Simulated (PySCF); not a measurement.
# Computed NMR parameters against published values

Geometry (Å), atoms numbered from 1 in this order:
```xyz
12

C    -2.2836    0.1720    1.0796
C    -1.3093   -0.4229    0.4182
O    -0.1370    0.2380    0.1335
C     0.8259   -0.4164   -0.5486
C     2.0169    0.4782   -0.7522
O     0.7260   -1.5502   -0.9289
H    -2.1925    1.1894    1.4163
H    -3.1950   -0.3509    1.2980
H    -1.3496   -1.4429    0.0571
H     2.3994    0.7976    0.2143
H     2.7866   -0.0566   -1.2996
H     1.7136    1.3642   -1.3046
```

Published estimates (parent shift plus substituent increments) and measurements: δ ¹³C C2 141.7; C1 96.6 ppm (estimated from measurements, as parent shift plus tabulated substituent increment; solution, not stated per compound (mostly CDCl3 or CCl4); Pretsch, Buehlmann, Badertscher, Structure Determination of Organic Compounds, 4th ed. (2009)).
δ ¹H H9 7.28; H7 4.88; H8 4.56 ppm (measured; solution, not stated per compound (mostly CDCl3 or CCl4); Pretsch, Buehlmann, Badertscher, Structure Determination of Organic Compounds, 4th ed. (2009)). Coupling constants: ³J(H9,H8) (cis) 6.3 Hz, ³J(H9,H7) (trans) 14.1 Hz, ²J(H7,H8) -1.6 Hz.

No relativistic terms, fast rotation and ring inversion assumed for equivalent nuclei, no solvent model, a single conformation. σ from GIAO-PBE0/pcSseg-1; geometry from GFN2-xTB; spin–spin couplings from B3LYP/pcJ-1 (without the spin–dipole term); PySCF 2.14.0 with density-fitted response routines.

(1) What does the calculation give, and how does it compare?

(2) How far are the unscaled ¹³C shifts from the references?

(3) How far are the unscaled ¹H shifts from the references?

Answers

(1) 
Reference values: estimated from measurements, as parent shift plus tabulated substituent increment (solution, not stated per compound (mostly CDCl3 or CCl4); Pretsch, Buehlmann, Badertscher, Structure Determination of Organic Compounds, 4th ed. (2009)).
```json
{"atoms": "C2", "quantity": "δ ¹³C", "reference": "141.7", "computed": "149.3", "computed, scaled": "143.3"}
{"atoms": "C1", "quantity": "δ ¹³C", "reference": "96.6", "computed": "101.1", "computed, scaled": "96.3"}
```

Reference values: measured (solution, not stated per compound (mostly CDCl3 or CCl4); Pretsch, Buehlmann, Badertscher, Structure Determination of Organic Compounds, 4th ed. (2009)).
| atoms | quantity | reference | computed | computed, scaled |
| --- | --- | --- | --- | --- |
| H9 | δ ¹H | 7.28 | 7.88 | 7.52 |
| H7 | δ ¹H | 4.88 | 5.08 | 4.88 |
| H8 | δ ¹H | 4.56 | 4.83 | 4.65 |

Computed shifts are σ(ref) − σ with the named reference compound (TMS for H and C) calculated as an isolated molecule at the same level. The measured values may be among those fitted. Scaled to experiment by linear calibration (H and C: mostly CDCl3 data, vs TMS): ¹³C (scatter 2.1 ppm rms, 2.3 ppm with the 13 outliers that the fit left out); ¹H (scatter 0.17 ppm rms, 0.18 ppm with the 4 outliers that the fit left out). A few per cent of atoms miss by over 2 rms, more outside the fitted compound classes.

Coupling constants in Hz:
```tsv
coupling	reference	computed	source
³J(H9,H8) cis	6.3	7.9	measured; solution (compiled); Pretsch, Buehlmann, Badertscher, Structure Determination of Organic Compounds, 4th ed., Springer 2009
³J(H9,H7) trans	14.1	15.1	measured; solution (compiled); Pretsch, Buehlmann, Badertscher, Structure Determination of Organic Compounds, 4th ed., Springer 2009
²J(H7,H8)	-1.6	-2.5	measured; solution (compiled); Pretsch, Buehlmann, Badertscher, Structure Determination of Organic Compounds, 4th ed., Springer 2009
```

(2) Mean signed difference +6.05 ppm, mean absolute 6.05 ppm over 2 comparisons; the largest is +7.6 ppm at C2 (alkene carbon bearing oxygen).

(3) Mean signed difference +0.36 ppm, mean absolute 0.36 ppm over 3 comparisons; the largest is +0.60 ppm at H9 (hydrogen on an alkene carbon bearing oxygen).

Unscaled 3J(H,H) at this level run about 10 % above measured values.
